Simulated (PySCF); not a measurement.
C2H3, SMILES C=[CH], multiplicity 2. Atoms are numbered in the order given.

```xyz
5

C      0.1434     0.7043     0.0000
C     -0.0298    -0.5856     0.0000
H     -0.4608     1.5994     0.0000
H     -1.0274    -1.0310     0.0000
H      0.8063    -1.2809     0.0000
```
Charge 0, spin multiplicity 2.

The structure is a stationary point at PBE0-D3(BJ)/def2-TZVP. The isomer is the one that the SMILES or the coordinates give; other isomers of the formula were not compared.

Two levels are set side by side: PBE/pcH-1 (PySCF) and B3LYP/pcH-1 (PySCF). Contact hyperfine couplings, same geometry. Differences are taken from unrounded values.

```tsv
quantity	B3LYP	PBE	PBE minus B3LYP
A(iso) of 13C, atom C1 (MHz)	322.7	298.6	-24.1
A(iso) of 13C, atom C2 (MHz)	-15.7	-13.1	2.6
A(iso) of 1H, atom H3 (MHz)	47.7	42.5	-5.1
A(iso) of 1H, atom H4 (MHz)	184.6	183.7	-0.8
A(iso) of 1H, atom H5 (MHz)	116.5	116.2	-0.3
```

Rough cost on one machine, each run with all the roots and properties that it gave: B3LYP against PBE within a factor of 2.
